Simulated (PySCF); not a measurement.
Reproducing measurements on NP

**Measured values to compare with.**

NIST CCCBDB Release 22 (SRD 101), experimental dipoles lists, for the gas: dipole moment (microwave Stark effect, equilibrium value μe) 2.751 ± 0.0008 D.

Liu, Meijer, Perez-Rios, Phys. Chem. Chem. Phys. 22 (2020) 24191 lists, for the gas: dipole moment 2.7514 D.

The runs below try to reproduce these values; the comparison stands at the end.

Species: NP.
SMILES with atom numbers: `[N:1]#[P:2]`

Geometry (PBE0/6-31+G*, Å), atoms numbered from 1 in this order:
```
atom  x, y, z in Å
N1     0.7459   -0.0084    0.0030
P2    -0.7434   -0.0010   -0.0060
```

Runs made with PySCF (gas phase, on this PBE0/6-31+G* geometry; no spin–orbit coupling):

```
                     level                                          job  basis functions  wall time
PBE0/6-31+G*, grid level 1  geometry optimisation from a GFN2-xTB start               40      1.3 s
```

Hardware: one thread, Arm Neoverse V1 (aarch64), on a shared host.

All basis functions are spherical.

**Comparison with experiment**

**Dipole moment.** Measured: 2.751 D (NIST CCCBDB Release 22 (SRD 101), experimental dipoles) and 2.7514 D (Liu, Meijer, Perez-Rios, Phys. Chem. Chem. Phys. 22 (2020) 24191). Differences are taken against the first.

```tsv
level	computed (D)	computed − measured (D)	% (from the printed values)
PBE0/6-31+G*	2.771	+0.020	+1
```

The computed dipoles belong to one fixed geometry; measured ones are averaged over vibrations unless marked μe. Magnitudes are compared, not signs.

The geometry is computed, not the measured one. Where a level misses, the cause wasn't examined.
